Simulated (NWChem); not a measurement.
**One shape, several levels: doublet [N2]+**

Wanted: a comparison of 6 runs (UHF/STO-3G, UHF/3-21G, UB3LYP/6-31G*, UCR-CCSD(T)/def2-TZVPPD, UMP3/def2-TZVPPD) of doublet [N2]+. 

The calculation is run with NWChem 7.3.0.

1 further run of the same task is left out (set aside as unsound or not needed).

## Step 1: Starting point

The species is [N2]+ (2 atoms), meant as a doublet with charge +1. As SMILES of the parent species, `N#N`. Geometry: relaxed at PBE0-D4/def2-TZVP. That shape belongs to the parent species and isn't relaxed for this state.

Bond lengths: N1–N2 1.090 Å.

## Step 2: A single-point energy at UHF/STO-3G (run 1)

Input file test.nw:

```
start test
title "N2 hf"
memory stack 880 mb heap 220 mb global 1100 mb
charge 1

geometry noautosym nocenter noautoz
 N        0.465500      -0.150300       0.239800
 N       -0.465500       0.150300      -0.239800
end

basis spherical bse
 * library STO-3G
end

scf
 doublet
 uhf
 thresh 1e-08
 maxiter 80
 print low
end

task scf
```

Run with:

```bash
nwchem test.nw > test.out
```

Output:

```text
[...]
  functions       =    10
[...]
  wavefunction    = UHF
[...]
         Total SCF energy =   -106.960636625269
      One electron energy =   -185.017631513738
      Two electron energy =     54.258651395246
 Nuclear repulsion energy =     23.798343493223
                       Sz =      0.5000
                 Sz(Sz+1) =      0.7500
                      S^2 =      0.7621
[...]
```

Wall time 0.85 s (1 thread of Intel Xeon Platinum 8488C (Sapphire Rapids), shared host); peak memory 0.099 GiB.

## Step 3: The energy at UHF/3-21G (run 2)

Input file n2.nw:

```
start n2
title "N2 hf"
memory total 2200 mb
charge 1

geometry units angstrom noautosym nocenter noautoz
 N        0.465500      -0.150300       0.239800
 N       -0.465500       0.150300      -0.239800
end

basis spherical bse
 * library 3-21G
end

scf
 doublet
 uhf
 thresh 1e-08
 maxiter 80
 print low
end

task scf energy
```

Run with:

```bash
nwchem n2.nw > n2.out
```

Output:

```text
[...]
  functions       =    18
[...]
  wavefunction    = UHF
[...]
         Total SCF energy =   -107.728187251675
      One electron energy =   -186.857371743803
      Two electron energy =     55.330840998905
 Nuclear repulsion energy =     23.798343493223
                       Sz =      0.5000
                 Sz(Sz+1) =      0.7500
                      S^2 =      0.7632
[...]
```

Wall time 0.83 s (1 thread of Intel Xeon Platinum 8488C (Sapphire Rapids), shared host); peak memory 0.097 GiB.

Runs 3 to 4 aren't shown in full; the table further down has their settings and results.

## Step 4: The energy at UCR-CCSD(T)/def2-TZVPPD (run 5)

Input file run.py:

```python
from ase import Atoms
from ase.calculators.nwchem import NWChem

system = Atoms(['N', 'N'], positions=[
    [0.465500, -0.150300, 0.239800],
    [-0.465500, 0.150300, -0.239800],
])

calc = NWChem(
    label='input',
    theory='tce',
    memory='2200 mb',
    basis='def2-TZVPPD',
    basispar='spherical bse',
    charge=1,
    scf={'nopen': '1', 'uhf': None, 'thresh': '1e-08', 'maxiter': '80'},
    tce={'scf': None, 'cr-ccsd(t)': None, 'freeze': 'core 2', 'maxiter': '60'},
    task='energy',
)
system.calc = calc

e = system.get_potential_energy()
print(f"E = {e:.6f} eV")
```

Run with:

```bash
export ASE_NWCHEM_COMMAND="nwchem PREFIX.nwi > PREFIX.nwo"
python run.py
```

Output:

```text
E = -2960.698266 eV
```

The calculator wrote input.nwi:

```
title "input"

permanent_dir input

scratch_dir input

start input

geometry units angstrom nocenter noautosym noautoz
  N  4.6550000000000002e-01 -1.5029999999999999e-01 2.3980000000000001e-01
  N  -4.6550000000000002e-01 1.5029999999999999e-01 -2.3980000000000001e-01
end

charge 1

memory 2200 mb

basis spherical bse noprint
   * library def2-TZVPPD
end

scf
  nopen 1
  uhf
  thresh 1e-08
  maxiter 80
end
tce
  scf
  cr-ccsd(t)
  freeze core 2
  maxiter 60
end

task tce energy
```

input.nwo:

```text
Northwest Computational Chemistry Package (NWChem) 7.3.0
             --------------------------------------------------------

           Job information
           ---------------

    nwchem branch   = 7.3.0
    use scalapack   = T
    input           = input.nwi
    prefix          = input.
    data base       = input/input.db
    status          = startup
    nproc           =        1

           Memory information
           ------------------

    heap     =     72089600 doubles =      550.0 Mbytes
    stack    =     72089597 doubles =      550.0 Mbytes
    global   =    144179200 doubles =     1100.0 Mbytes (distinct from heap & stack)
    total    =    288358397 doubles =     2200.0 Mbytes
    verify   = yes
    hardfail = no

           Directory information
           ---------------------

  0 permanent = input
  0 scratch   = input

                                NWChem Input Module
                                -------------------

                                       input
                                       -----

[... 20 lines left out ...]
            Nuclear Dipole moment (a.u.)
[... 58 lines left out ...]
 1-e energy   =    -180.348226
[... 7 lines left out ...]
         Quadratically convergent UHF
[... 14 lines left out ...]
       Final UHF  results
[... 3 lines left out ...]
      One electron energy =   -188.317579475802
[... 1 line left out ...]
 Nuclear repulsion energy =     23.798343493223
[... 29 lines left out ...]
          Final beta eigenvalues
[... 217 lines left out ...]
                     UHF Final Beta Molecular Orbital Analysis
[... 402 lines left out ...]
 CCSD total energy / hartree       =      -108.785686417504579
[... 1 line left out ...]
 Singles contributions

 Doubles contributions
 CR-CCSD(T)

 CR-CCSD[T]  correction energy / hartree =        -0.019451789654060
 CR-CCSD[T] correlation energy / hartree =        -0.391187216064434
 CR-CCSD[T] total energy / hartree       =      -108.805138207158635
 CR-CCSD(T)  correction energy / hartree =        -0.017968920062912
 CR-CCSD(T) correlation energy / hartree =        -0.389704346473286
 CR-CCSD(T) total energy / hartree       =      -108.803655337567491

 Task  times  cpu:       47.1s     wall:       47.1s
 Total times  cpu:       47.2s     wall:       47.2s
```

It took 49 s on 1 thread of Intel Xeon Platinum 8488C (Sapphire Rapids), shared host; peak memory 0.98 GiB.

## Step 5: The energy at UMP3/def2-TZVPPD (run 6)

Input file run.py:

```python
from ase import Atoms
from ase.calculators.nwchem import NWChem

molecule = Atoms(['N', 'N'], positions=[
    [0.465500, -0.150300, 0.239800],
    [-0.465500, 0.150300, -0.239800],
])

calc = NWChem(
    label='calc',
    theory='tce',
    memory='2200 mb',
    basis='def2-TZVPPD',
    basispar='spherical bse',
    charge=1,
    scf={'nopen': '1', 'uhf': None, 'thresh': '1e-08', 'maxiter': '80'},
    tce={'scf': None, 'mbpt3': None, 'freeze': 'core 2', 'maxiter': '60'},
    task='energy',
)
molecule.calc = calc

print(f"energy = {molecule.get_potential_energy():.6f} eV")
```

Run with:

```bash
export ASE_NWCHEM_COMMAND="nwchem PREFIX.nwi > PREFIX.nwo"
python run.py
```

Output:

```text
energy = -2959.771448 eV
```

The calculator wrote calc.nwi:

```
title "calc"

permanent_dir calc

scratch_dir calc

start calc

geometry units angstrom nocenter noautosym noautoz
  N  4.6550000000000002e-01 -1.5029999999999999e-01 2.3980000000000001e-01
  N  -4.6550000000000002e-01 1.5029999999999999e-01 -2.3980000000000001e-01
end

charge 1

memory 2200 mb

basis spherical bse noprint
   * library def2-TZVPPD
end

scf
  nopen 1
  uhf
  thresh 1e-08
  maxiter 80
end
tce
  scf
  mbpt3
  freeze core 2
  maxiter 60
end

task tce energy
```

calc.nwo, shortened:

```text
[...]
      One electron energy =   -188.317579475802
[... 1 line left out ...]
 Nuclear repulsion energy =     23.798343493223
[... 29 lines left out ...]
          Final beta eigenvalues
[... 217 lines left out ...]
                     UHF Final Beta Molecular Orbital Analysis
[...]
```

Wall time 20 s (1 thread of Intel Xeon Platinum 8488C (Sapphire Rapids), shared host); peak memory 0.95 GiB.

## Step 6: The series

| run | level | iteration cap | module | energy (Eh) | ⟨S²⟩ | wall time |
| --- | --- | --- | --- | --- | --- | --- |
| 1 | UHF/STO-3G | 80 | scf | -106.960637 | 0.762 | 0.85 s |
| 2 | UHF/3-21G | 80 | scf | -107.728187 | 0.763 | 0.83 s |
| 3 | UB3LYP/6-31G* (spherical functions) | 100 | dft | -108.941654 | 0.753 | 2.9 s |
| 4 | UB3LYP/6-31G* (Cartesian functions) | 100 | dft | -108.944318 | 0.753 | 2.9 s |
| 5 | UCR-CCSD(T)/def2-TZVPPD | 80 | tce | -108.803655 | 0.767 | 49 s |
| 6 | UMP3/def2-TZVPPD | 80 | tce | -108.769595 | 0.767 | 20 s |

## Step 7: Summary of results

| quantity | value |
| --- | --- |
| run 6: total energy | -108.76960 Eh |
| run 6: HOMO energy (Hartree–Fock orbitals) (highest over α and β) | -28.04 eV |
| run 6: LUMO energy (Hartree–Fock orbitals) (lowest over α and β) | -14.21 eV |
| run 6: correlation energy (2 core orbitals frozen) | -355.6 mEh |
| run 6: ⟨S²⟩ of the reference determinant | 0.767 |

In run 1 the basis is minimal, so the values are rough. All runs together took 77 s, the longest 49 s.
